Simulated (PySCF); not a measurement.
Input of a run (PBE0-D3(BJ)/def2-SVP geometry optimisation, gas phase (PySCF 2.14.0)), started from GFN2-xTB:
```
{"job": {"xc": "PBE0", "basis": "def2-SVP", "d3": "d3bj", "grid": 1, "kind": "geom"}, "charge": 0, "multiplicity": 1}
C      1.373622     0.387304    -0.434930
C      0.153536    -0.434962    -0.122626
F      0.365848    -1.767724    -0.398617
C     -1.235589     0.060429    -0.359702
C     -0.733592    -0.151196     1.045746
H      1.630412     0.288767    -1.488166
H      1.183811     1.432611    -0.211160
H      2.218449     0.042977     0.158988
H     -1.959960    -0.641928    -0.741108
H     -1.360268     1.067927    -0.723986
H     -1.125572    -0.994299     1.593058
H     -0.509501     0.709406     1.656476
```

Output (energies in Eh, forces in Eh/bohr):
```
step   0  E = -255.98162651  max force = 0.011403
step   1  E = -255.98272549  max force = 0.002087
step   2  E = -255.98275153  max force = 0.000696
step   3  E = -255.98275790  max force = 0.000210
optimisation converged
```

Summarise the run.

The energy falls by 3.0 kJ/mol over 4 energy and gradient evaluations, the largest force component goes from 0.0114 to 2.1e-04 Eh/bohr, and the atoms move by 0.020 Å rms after alignment. Among the bonds, C4–H9, C4–H10, C5–H11 and C5–H12 change most and about equally (+0.014 to +0.015 Å). Bonds longer at the end by more than 0.005 Å: 8 of 12; shorter: 2. The energy never rose by more than 1e-6 Eh on the way. The first step brought 97 % of the lowering.

What are the final bond lengths?

C1–C2 1.497 Å, C2–F3 1.368 Å, C2–C4 1.490 Å, C4–C5 1.513 Å, C2–C5 1.490 Å, C1–H6 1.101 Å, C1–H7 1.098 Å, C1–H8 1.101 Å, C4–H9 1.093 Å, C4–H10 1.093 Å, C5–H11 1.093 Å, C5–H12 1.093 Å. Numbering counts from 1 in the input's order; the species is `CC1(F)CC1`.

The run used 105 basis functions and 24 SCF cycles in all.

PBE0-D3(BJ)/def2-SVP frequencies: not computed here.
